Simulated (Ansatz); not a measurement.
Input file:

```yaml
crystal:
  periodic: [false, false, false]
  atoms:
    - {symbol: N, position_ang: [0.000000, -0.127563, 1.043850]}
    - {symbol: S, position_ang: [0.000000, 0.030547, -0.502691]}
    - {symbol: H, position_ang: [0.000000, 0.800886, 1.486090]}
basis:
  gaussian: {orbitals: cc-pVDZ}
magnetization: {spin_polarized: true, initial_magnetization: 0}
correlation: {method: ccsdt_q, electrons: outside_noble_gas}
```

```sh
$ ansatz run in.yaml --threads 1 --pin off --events-out ev --progress --plain --max-ram 2393MiB
```

Problem. Roughly how long does this take on 1 thread of Arm Neoverse V2, shared host, and how much host memory?

Solution. 19 s wall and 0.27 GiB.

```
700 factors; integrals over basis functions are off by at most 2.3e-7 eV
mean field evaluation 1: about -12311.9544 eV, gradient 1.1e1 eV
mean field evaluation 2: about -12311.9981 eV, gradient 1.1e1 eV
mean field evaluation 4: about -12312.6630 eV, gradient 2.0e0 eV
mean field evaluation 8: about -12312.6967 eV, gradient 1.6e-3 eV
mean field evaluation 16: about -12312.7750 eV, gradient 6.2e-1 eV
mean field evaluation 32: about -12312.8637 eV, gradient 1.5e0 eV
mean field evaluation 64: about -12313.0324 eV, gradient 1.4e-1 eV
mean field evaluation 96: about -12312.9275 eV, gradient 8.2e-2 eV
mean field evaluation 128: about -12310.3139 eV, gradient 2.8e-6 eV
mean field evaluation 160: about -12312.9276 eV, gradient 2.2e-6 eV
...
cycle   8  -9.00587622 eV  change    6.8e-4 eV  update   1.4e-3
cycle   9  -9.00672656 eV  change   -8.5e-4 eV  update   5.1e-4
cycle  10  -9.00642164 eV  change    3.0e-4 eV  update   2.1e-4
cycle  11  -9.00660691 eV  change   -1.9e-4 eV  update   8.8e-5
cycle  12  -9.00667913 eV  change   -7.2e-5 eV  update   3.5e-5
cycle  13  -9.00669471 eV  change   -1.6e-5 eV  update   1.5e-5
cycle  14  -9.00669919 eV  change   -4.5e-6 eV  update   6.1e-6
cycle  15  -9.00670379 eV  change   -4.6e-6 eV  update   3.2e-6
cycle  16  -9.00670198 eV  change    1.8e-6 eV  update   1.7e-6
cycle  17  -9.00670265 eV  change   -6.7e-7 eV  update   7.8e-7
perturbative correction -0.04223580 eV, -0.0015521371 hartree
Total energy: -12321.74567232 eV, -452.8158014785 hartree
```
